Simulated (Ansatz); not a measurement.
# BH2SCl (SMILES SBCl): levels of theory compared

We compute a comparison of 6 runs (UHF/STO-3G, wB97X/STO-3G, CCSDT(Q)/STO-3G, CCSDTQ/STO-3G, CCSD(T)/STO-3G, UCCSD(T)/STO-3G) of BH2SCl. 

Program for the calculation: Ansatz 0.2.0.

61 further runs of the same task are left out: 1 that didn't finish, 60 set aside as unsound or not needed.

## (1) Starting point

The species is BH2SCl (5 atoms), meant as a singlet with charge 0. As SMILES, `SBCl`. The H4–S1 distance was set to 2.015 Å, away from the relaxed value. At this shape a bond of the SMILES string is far longer than usual.

Bond lengths: S1–B2 1.779 Å, B2–Cl3 1.745 Å, B2–H5 1.189 Å. Angles: S1–B2–Cl3 118.6°, S1–B2–H5 122.1°, Cl3–B2–H5 119.3°. A long bond or contact: S1–H4 2.015 Å.

## (2) A single-point energy at UHF/STO-3G (run 1)

Contents of molecule.yaml:

```yaml
crystal:
  periodic: [false, false, false]
  atoms:
    - {symbol: S, position_ang: [-1.362950, -0.637300, -0.096700]}
    - {symbol: B, position_ang: [0.334450, -0.846300, 0.391500]}
    - {symbol: Cl, position_ang: [0.820250, -2.367400, 1.095700]}
    - {symbol: H, position_ang: [-1.157600, 1.248200, -0.777100]}
    - {symbol: H, position_ang: [1.141950, 0.014900, 0.252500]}
basis:
  gaussian:
    orbitals: STO-3G
magnetization:
  spin_polarized: true
hamiltonian:
  xc: hf
accuracy: high
```

Run with:

```sh
$ ansatz run molecule.yaml --threads 1 --pin off --max-ram 2610MiB --events-out events.jsonl --progress --plain --runs-dir runs
```

What it wrote:

```text
Warning: RAYON_NUM_THREADS=1 ignored (pool sized by the plan → 1); use --threads N
Functional definition: HF
  name "HF"
  exchange = exact_x
  correlation = 0
448 factors; integrals over basis functions are off by at most 1.4e-8 eV
mean field evaluation 1: about -23759.3919 eV, gradient 1.5e1 eV
mean field evaluation 2: about -23759.4270 eV, gradient 1.5e1 eV
mean field evaluation 4: about -23761.3709 eV, gradient 1.1e0 eV
mean field evaluation 8: about -23761.3822 eV, gradient 2.2e-2 eV
mean field evaluation 16: about -23762.3517 eV, gradient 2.3e-1 eV
mean field evaluation 32: about -23762.3384 eV, gradient 9.8e-2 eV
mean field -23762.33858219 eV, -873.2498362039 hartree, gradient 3.1e-8 eV, S^2 0.679834; 2 other end points of the search recorded, 0 dependent functions left out
reference -23762.33858219 eV, -873.2498362039 hartree; 20, 20 occupied and 5, 5 virtual orbitals, 448 factors
Total energy: -23762.33858219 eV, -873.2498362039 hartree
```

Run time: 0.43 s. Hardware: 1 thread of Arm Neoverse V1, shared host.

## (3) The energy at wB97X/STO-3G (run 2)

Contents of run.yaml:

```yaml
crystal:
  periodic: [false, false, false]
  atoms:
    - {symbol: S, position_ang: [-1.362950, -0.637300, -0.096700]}
    - {symbol: B, position_ang: [0.334450, -0.846300, 0.391500]}
    - {symbol: Cl, position_ang: [0.820250, -2.367400, 1.095700]}
    - {symbol: H, position_ang: [-1.157600, 1.248200, -0.777100]}
    - {symbol: H, position_ang: [1.141950, 0.014900, 0.252500]}
basis:
  gaussian:
    orbitals: STO-3G
hamiltonian:
  xc: {name: wB97X}
accuracy: high
```

Run with:

```sh
$ ansatz run run.yaml --threads 1 --pin off --max-ram 2610MiB --events-out events.jsonl --progress --plain --runs-dir runs
```

What it wrote, cut to the lines that bear on the results:

```text
Warning: RAYON_NUM_THREADS=1 ignored (pool sized by the plan → 1); use --threads N
Functional definition: wB97X
  name "wB97X"
[...]
      + exact_x_lr(omega)
[...]
      + integral(e_c_pw_opposite_spin*poly(b97_u_opposite, 1, cos1, cos2, cos3, cos4))
448 factors; integrals over basis functions are off by at most 1.4e-8 eV
166 factors; integrals over basis functions are off by at most 7.9e-10 eV
[...]
mean field -23800.90332488 eV, -874.6670643575 hartree, gradient 2.3e-8 eV, S^2 0.000000; 0 other end points of the search recorded, 0 dependent functions left out
reference -23800.90332331 eV, -874.6670643000 hartree; 20, 20 occupied and 5, 5 virtual orbitals, 448 factors
Total energy: -23800.90332331 eV, -874.6670643000 hartree
```

It took 6.9 s on 1 thread of Arm Neoverse V1, shared host; peak memory 0.26 GiB.

Runs 3 to 5 aren't shown in full; the table further down has their settings and results.

## (4) A single-point energy at UCCSD(T)/STO-3G (run 6)

Contents of run.yaml:

```yaml
crystal:
  periodic: [false, false, false]
  atoms:
    - symbol: S
      position_ang: [-1.362950, -0.637300, -0.096700]
    - symbol: B
      position_ang: [0.334450, -0.846300, 0.391500]
    - symbol: Cl
      position_ang: [0.820250, -2.367400, 1.095700]
    - symbol: H
      position_ang: [-1.157600, 1.248200, -0.777100]
    - symbol: H
      position_ang: [1.141950, 0.014900, 0.252500]
basis:
  gaussian:
    orbitals: STO-3G
magnetization:
  spin_polarized: true
correlation:
  method: ccsd_t
  frozen_orbitals: {B: 1, Cl: 5, H: 0, S: 5}
accuracy: high
scf:
  omitted_lower_state_checks: [cluster_reference, increment]
```

Run with:

```sh
$ ansatz run run.yaml --threads 1 --pin off --max-ram 2610MiB --events-out events.jsonl --progress --plain --runs-dir runs
```

What it wrote, cut to the lines that bear on the results:

```text
Warning: RAYON_NUM_THREADS=1 ignored (pool sized by the plan → 1); use --threads N
[... 2 set-up lines as earlier in the session ...]
[...]
448 factors; integrals over basis functions are off by at most 1.4e-8 eV
[...]
mean field -23762.33858219 eV, -873.2498362039 hartree, gradient 3.1e-8 eV, S^2 0.679834; 3 other end points of the search recorded, 0 dependent functions left out
11 core orbitals not correlated: weight in the atoms' cores, before any rotation towards them, 1.000 or more for the frozen orbitals, at most 0.000 for the correlated occupied ones
reference -23762.33858219 eV, -873.2498362039 hartree; 9, 9 occupied and 5, 5 virtual orbitals, 448 factors
second order -1.79416584 eV of doubles, -0.00000000 eV of singles
cycle   1  -2.08331096 eV  change   -2.9e-1 eV  update   8.7e-2
[...]
cycle  35  -3.10895474 eV  change   3.3e-10 eV  update  2.0e-10
perturbative correction -0.10024719 eV, -0.0036840162 hartree
Total energy: -23765.54778412 eV, -873.3677721996 hartree
Checks for a lower state left out: cluster_reference, increment
```

It took 0.58 s on 1 thread of Arm Neoverse V1, shared host.

## (5) All runs side by side

| run | level | frozen core orbitals | energy (Eh) | wall time |
| --- | --- | --- | --- | --- |
| 1 | UHF/STO-3G | – | -873.249836 | 0.43 s |
| 2 | wB97X/STO-3G | – | -874.667064 | 6.9 s |
| 3 | CCSDT(Q)/STO-3G | 11 | -873.368940 | 0.61 s |
| 4 | CCSDTQ/STO-3G | 11 | -873.368896 | 11 s |
| 5 | CCSD(T)/STO-3G | 11 | -873.368269 | 0.26 s |
| 6 | UCCSD(T)/STO-3G | 11 | -873.367772 | 0.58 s |

## (6) Outcome

| quantity | value |
| --- | --- |
| run 6: total energy | -873.36777 Eh |
| run 6: correlation energy (11 core orbitals frozen) | -117.9 mEh |
| run 6: (T) correction | -3.68 mEh |
| run 6: ⟨S²⟩ of the reference determinant | 0.680 |
| run 6: T1 diagnostic | 0.072 |

Below the UHF energy at the same shape and in the same basis (STO-3G): CCSDT(Q) -119.1 mEh; CCSDTQ -119.1 mEh; CCSD(T) -118.4 mEh; UCCSD(T) -117.9 mEh. Some of these start from another determinant than that one, so these aren't their correlation energies. In runs 3, 4, 5 the log says that unrestricted orbitals would lower the reference, so the values rest on an unstable closed-shell determinant (other closed-shell runs at this shape may share the fault). In runs 1, 2, 3, 4, 5, 6 the basis is minimal, so the values are rough. Spin contamination of the reference: run 1 ⟨S²⟩ = 0.68, run 6 ⟨S²⟩ = 0.68. Where it is this large, the reference is a mixture of spin states, and values that rest on it are in doubt. All runs together took 20 s, the longest 11 s.
